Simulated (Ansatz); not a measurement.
Two shapes of singlet BHO.

Shape 1:

```xyz
3

H     0.0000    0.0000   -1.2847
B     0.0000    0.0000   -0.0053
O     0.0000    0.0000    1.2900
```

Shape 2:

```xyz
3

H    -0.0065    0.0383   -1.2210
B    -0.0359   -0.0308   -0.0212
O    -0.0272    0.0260    1.2274
```

Basis set: def2-SVP (spherical functions). Frozen core: 2 orbitals. Charge 0, multiplicity 1.

Computed with Ansatz (development build ahead of 0.2.0); each method stands on the lowest determinant of its kind that the runs found.

**Question.** Which shape is lower in energy, and by how much in each method?

**Answer.**

| method | E(2) − E(1) (eV) |
| --- | --- |
| RHF | -0.452 |
| UHF | -0.452 |
| UHF-MP2 | -0.298 |
| RHF-CCSD(T) | -0.302 |
| UHF-CCSD(T) | -0.302 |

Shape 2 is lower.
